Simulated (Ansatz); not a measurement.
Species: C3H6Cl, charge 0, multiplicity 2. It need not be the lowest isomer of its formula. SMILES: CC[CH]Cl
Structure (B3LYP-D3(BJ)/def2-TZVP (Ansatz, a first-principles code) minimum search):
```xyz
10

C      0.9000    -0.6643     0.0234
C      2.3619    -0.2179     0.0389
C     -0.0299     0.4815    -0.1187
H      0.6605    -1.2154     0.9391
H      0.7417    -1.3804    -0.7971
H      3.0262    -1.0779     0.1305
Cl    -1.7205     0.2293     0.0384
H      2.6221     0.3083    -0.8818
H      2.5581     0.4531     0.8767
H      0.2469     1.4178    -0.5809
```
Charge 0, spin multiplicity 2.

Wanted: atomisation energy (electronic, to ground-state atoms), in kcal/mol. Valence correlation only, unless marked. Open shells are spin-unrestricted. No spin-orbit coupling. Non-relativistic. The coupled-cluster limit lacks core correlation, which all-electron functionals hold. CBS(X,Y): correlation extrapolated as X^-3; Hartree-Fock from the larger set. [CCSD(T)-MP2]/basis is that difference in the basis named.

| level | program | atomisation energy (kcal/mol) |
|---|---|---|
| RI-HF/aug-cc-pV(T+d)Z | Ansatz | 665.0 |
| r2SCAN-D4/def2-TZVPD | Ansatz + dftd4 | 888.6 |
| PBE0/def2-TZVPD | Ansatz | 888.5 |
| r2SCAN0/def2-TZVPD | Ansatz | 878.8 |
| SCS-MP2/6-31G* | Ansatz | 805.0 |

Problem. What does RI-MP2/CBS(cc-pV(T+d)Z,cc-pV(Q+d)Z)+[CCSD(T)-MP2]/cc-pV(D+d)Z (Ansatz) give?

Solution. 881.6 kcal/mol
